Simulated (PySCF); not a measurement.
Homolysis of single bonds, series In F-NH2. Gas-phase values, no solvent. One relaxed conformer stands for each flexible species; it need not be the lowest. Strings in code marks are SMILES.

A: radical fragment (`[F][In][F]`)
B: radical fragment (`[NH2]`)
C: radical fragment (`[F]`)
D: radical fragment (`[NH2][In][F]`)
E: radical fragment (`[NH2][In][NH2]`)

Question: Order them by highest occupied spin orbital (lowest first) at the level PBE0-D3(BJ)/def2-TZVP (PySCF).

Answer: C (-12.46 eV), B (-8.67 eV), A (-7.67 eV), D (-6.58 eV), E (-5.58 eV)
